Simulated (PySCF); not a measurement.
**Building multiplets from coupling constants**

Geometry:
| atom | x (Å) | y (Å) | z (Å) |
| --- | --- | --- | --- |
| C1 | -1.489 | -0.130 | 0.167 |
| C2 | -0.257 | 0.378 | 0.048 |
| C3 | 0.936 | -0.453 | -0.131 |
| N4 | 2.138 | -0.055 | -0.253 |
| H5 | -2.365 | 0.508 | 0.300 |
| H6 | -1.658 | -1.211 | 0.134 |
| H7 | -0.100 | 1.464 | 0.082 |
| H8 | 0.754 | -1.542 | -0.162 |
| H9 | 2.173 | 0.971 | -0.209 |

- PBE0/pcSseg-1 with gauge-including orbitals
- spin–spin couplings from B3LYP/pcJ-1
- structure optimised with PBE0-D3(BJ)/def2-SVP
- program: PySCF 2.14.0 with density-fitted response routines
- one computed conformer, non-relativistic Hamiltonian, in vacuum

Shifts are taken against calculated references (same method and geometry level): 1H (σref 31.27) vs TMS.

Spectrometer: 600 MHz for 1H. First-order analysis; couplings under 1 Hz (under 4 Hz in carbon signals) are ignored, and nearly equal couplings are merged; the smaller ones broaden or split the lines further.

Q: What pattern does H8 show (1H)?

A: A doublet of doublets at δ 7.88: 9.4 Hz to H7 (1 × 1H, 3 bonds away), 1.0 Hz to H5 (1 × 1H, 4 bonds away). Lines in Hz from the centre (relative intensity): +5.2 (1), +4.2 (1), -4.2 (1), -5.2 (1). The outer lines are 10.4 Hz apart, the sum of the couplings kept, or 0.017 ppm at this field.

Q: What pattern does H6 show (1H)?

A: A doublet of doublets at δ 5.80: 18.5 Hz to H7 (1 × 1H, 3 bonds away), 1.5 Hz to H5 (1 × 1H, 2 bonds away). Lines in Hz from the centre (relative intensity): +10.0 (1), +8.5 (1), -8.5 (1), -10.0 (1). The outer lines are 20.0 Hz apart, the sum of the couplings kept, or 0.033 ppm at this field.

Q: What pattern does H5 show (1H)?

A: A doublet of triplets at δ 5.82: 11.4 Hz to H7 (1 × 1H, 3 bonds away), 1.3 Hz to H6 and H8 (2 × 1H, 2 or 4 bonds away). Lines in Hz from the centre (relative intensity): +7.0 (1), +5.7 (2), +4.4 (1), -4.4 (1), -5.7 (2), -7.0 (1). The outer lines are 14.0 Hz apart, the sum of the couplings kept, or 0.023 ppm at this field.

Q: What pattern does H7 show (1H)?

A: A doublet of doublets of doublets at δ 6.00: 18.5 Hz to H6 (1 × 1H, 3 bonds away), 11.4 Hz to H5 (1 × 1H, 3 bonds away), 9.4 Hz to H8 (1 × 1H, 3 bonds away). Lines in Hz from the centre (relative intensity): +19.6 (1), +10.2 (1), +8.2 (1), +1.1 (1), -1.1 (1), -8.2 (1), -10.2 (1), -19.6 (1). The outer lines are 39.3 Hz apart, the sum of the couplings kept, or 0.065 ppm at this field.

OH and NH positions are those of a molecule without intermolecular hydrogen bonds; in solution they move with solvent, concentration and temperature, and exchange usually removes their couplings. Unscaled 3J(H,H) at this level run about 10 % above measured values.
